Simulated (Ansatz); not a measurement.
Ideal-gas functions of C3H5N (`C1=NCC1`) at 400 K and 1 bar, from an Ansatz frequency run at PBE0-D4/def2-TZVP.

Molar mass 55.08 g/mol, point group Cs (symmetry number 1), electronic degeneracy 1, moments of inertia 35.776, 39.171, 68.559 u Å². Harmonic wavenumbers (cm⁻¹, unscaled): 327, 717, 900, 909, 919, 925, 1061, 1064, 1133, 1166, 1231, 1249, 1318, 1450, 1482, 1674, 3072, 3076, 3120, 3135, 3144.

Use S(trans) = R[1.5 ln M + 2.5 ln T − 1.1517]; rotational temperatures θ = 24.2544 K / I; S(rot) = R[ln(√π/σ · √(T³/θAθBθC)) + 1.5]; for each mode x = 1.438777 ν̃/T, S = R[x/(eˣ − 1) − ln(1 − e⁻ˣ)] and H = RT x/(eˣ − 1); 1 cm⁻¹ = 0.0119627 kJ/mol; R = 8.31446 J/(mol·K).

Problem. By hand: the entropy, in J/(mol·K).

Solution. Translation 165.0. Rotation: θ = 0.678, 0.6192, 0.3538 K, giving 99.9. Vibration, mode by mode: 7.43, 2.42, 1.43, 1.40, 1.36, 1.33, 0.90, 0.89, 0.73, 0.66, 0.54, 0.52, 0.42, 0.28, 0.26, 0.14, 0.00, 0.00, 0.00, 0.00, 0.00, in all 20.7. Electronic 0.0. Sum 285.6 J/(mol·K).

Problem. By hand: H − E and G − E in kJ/mol, counted from the electronic energy.

Solution. Zero-point energy ½ × 33072 × 0.0119627 = 197.8; thermal vibration 5.9; translation, rotation and pV give 4 RT = 13.3. H − E = 217.0 kJ/mol, and G − E = 217.0 − 400 × 285.6/1000 = 102.8 kJ/mol.

Vibration gives 7 % of the entropy.
